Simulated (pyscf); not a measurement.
Structures and frequencies: ωB97X-D3(BJ)/def2-SVP in PySCF.

Task: What is the homolytic dissociation enthalpy (298 K, ωB97M-D3(BJ)/def2-TZVP) of the C–Te bond of H₃C–CH(CH₃)–Te–CH(CH₃)–CH₃, to H₃C–CH•–CH₃ + H₃C–CH(CH₃)–Te•?

Result: C–Te to H₃C–CH•–CH₃ + H₃C–CH(CH₃)–Te•: 214.1 kJ/mol. The 7 functionals that were run give +193.2 (r²SCAN) to +234.2 kJ/mol (ωB97X-D3(BJ)/def2-TZVP). Other isomers of H₃C–CH•–CH₃, H₃C–CH(CH₃)–Te• were not searched in full and may lie lower. Elements past Kr carry the def2 core potentials, without spin-orbit coupling.
